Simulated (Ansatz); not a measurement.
hcp Sc, treated with RPBE in Ansatz (plane waves, PAW).

Run with plane-wave cutoff 520 eV, 18×18×10 k mesh (along the axes of the cell as run), Fermi–Dirac smearing 0.05 eV, scalar-relativistic PAW data made under PBE.

Equation-of-state points:

```tsv
V (Å³/atom)	E − E_lowest (meV/atom)	P (GPa)
24.587	6.88	2.213
25.099	1.67	1.060
25.611	0.00	0.003
26.124	1.56	-0.966
26.636	6.09	-1.853
```

Q: What bulk modulus B0 and pressure derivative B′ does a third-order Birch–Murnaghan fit give?

A: V0 = 25.613 Å³/atom, B0 = 50.5 GPa, B′ = 3.4 (fit to the energies at full precision).

Shape and atoms are relaxed at each volume.

Measured, for comparison: bulk modulus 55.6 GPa (zero-point energy and finite temperature contributions removed, our sources range from 44.5 to 55.6; as tabulated in doi:10.1021/acs.jctc.3c00612). Computed (rounded) less measured: bulk modulus not scored (sources differ).

Note: the bulk modulus comes from volumes at which shape and atoms were relaxed.

The computed numbers hold no vibrational or temperature effects.

The result took roughly 3 core-minutes.

Ansatz is a quantum-chemistry and plane-wave program.
